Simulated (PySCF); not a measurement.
OS, SMILES O=S (connectivity only; charge and spin as stated), neutral, multiplicity 3.

Geometry optimised at B3LYP-D3(BJ)/def2-TZVPD.

All values below come from PySCF with B3LYP-D3(BJ)/def2-TZVPD.

Frequencies are harmonic and unscaled.

Problem. Give all harmonic wavenumbers and intensities. (Estimate from the structure and the level; the computed values follow.)

Solution. 
```json
[
 {"mode": "1", "ν (cm⁻¹)": "1157", "IR (km/mol)": "20.6", "moving atoms (share of kinetic energy)": "O 67 %, S 33 %"}
]
```
